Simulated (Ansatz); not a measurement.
# What a trial cell of AlZn relaxes into

Level of theory: Ansatz, DFT PBE, scalar-relativistic, plane waves, PAW. Cutoff 420 eV, Γ-centred k mesh, Gaussian smearing, no spin polarisation in the final step.

The start puts AlZn on the rock salt structure type (Fm-3m, No. 225), with Al in place of Na, Zn in place of Cl, at a guessed volume.

```xyz
2
Lattice="0.0000 2.4541 2.4541 2.4541 0.0000 2.4541 2.4541 2.4541 0.0000" Properties=species:S:1:pos:R:3 pbc="T T T"
Al    0.0000    0.0000    0.0000
Zn    2.4541    2.4541    2.4541
```

Cell and atoms relax at zero pressure; the relaxation can't lower the symmetry of the start. After a coarse first stage the cell is made exact in the group found at 0.06 Å.

Formation energies are uncorrected and refer to the elements' standard structures at the same level.

(1) Describe the relaxed structure.

(2) What are its volume, energy, density and gap?

Results:

(1) It keeps Fm-3m (No. 225). The result has the rock salt structure. Conventional cell: a = 5.308 Å. Around Al lie 6 Zn at 2.65 Å; Zn is coordinated by 6 Al at 2.65 Å.

```cif
data_structure
_symmetry_space_group_name_H-M 'Fm-3m'
_symmetry_Int_Tables_number 225
_cell_length_a 5.3083
_cell_length_b 5.3083
_cell_length_c 5.3083
_cell_angle_alpha 90.000
_cell_angle_beta 90.000
_cell_angle_gamma 90.000
_cell_volume 149.58
loop_
_atom_site_label
_atom_site_type_symbol
_atom_site_symmetry_multiplicity
_atom_site_Wyckoff_symbol
_atom_site_fract_x
_atom_site_fract_y
_atom_site_fract_z
_atom_site_occupancy
Al1 Al 4 a 0.00000 0.00000 0.00000 1
Zn1 Zn 4 b 0.50000 0.00000 0.00000 1
```

(2) The volume per atom is 18.70 Å³, the density is 4.10 g/cm³ and the energy over the elements is 0.29 eV/atom. The gap on the 18×18×18 mesh is 0 eV (a metal).

The final run used a 18×18×18 mesh on its 2-atom cell and 0.10 eV smearing. For metals, differences of a few meV/atom aren't resolved. Symmetry constrained the relaxation, so the result can be a saddle point.

Cost: 3 runs of about 0.37 core-minutes in all, on Arm Neoverse V1 (shared hosts).